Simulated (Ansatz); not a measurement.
System: bcc Rb. Method: r²SCAN (plane waves, PAW; Ansatz, an electronic-structure program).

Numerical settings: plane-wave cutoff 560 eV, 14×14×14 k mesh, Fermi–Dirac smearing 0.05 eV, scalar-relativistic PAW data made under PBE.

Pressure at four volumes; x = ln(V/94.930 Å³). One pressure is withheld.

```csv
V (Å³/atom),x,P (GPa)
89.235,-0.0619,0.182
94.930,0.0000,-0.001
98.728,0.0392,-0.097
100.626,0.0583,?
```

Question: Pass a parabola P(x) through the three rows shown, estimate the bulk modulus and its pressure derivative near zero pressure, and predict the withheld pressure.

Answer: Slopes between the rows: (-0.001 − (0.182))/(0.0000 − (-0.0619)) = -2.96 and (-0.097 − (-0.001))/(0.0392 − (0.0000)) = -2.45 GPa. Their difference over the span 0.1011 is c = 0.51/0.1011 = 5.0 GPa, so P(x) = 0.182 + (-2.96)(x − (-0.0619)) + 5.0 (x − (-0.0619))(x − (0.0000)). At the middle row B = −dP/dx = −[-2.96 + 5.0 × 0.0619] = 2.7 GPa, and B′ = dB/dP = 2c/B = 3.7. At x = 0.0583 the parabola gives -0.139 GPa; the run gives -0.139 GPa. The Birch–Murnaghan fit to the energies at all volumes has B0 = 2.6 GPa and B′ = 3.6.

Measured, for comparison: bulk modulus 2.9 GPa (corrected for temperature and zero-point phonon effects, sources range from 2.9 to 3.6; as tabulated in Levämäki et al. (2014), arXiv:1402.3671). Computed less measured: bulk modulus -10 % (-10 % to -28 % over the range).
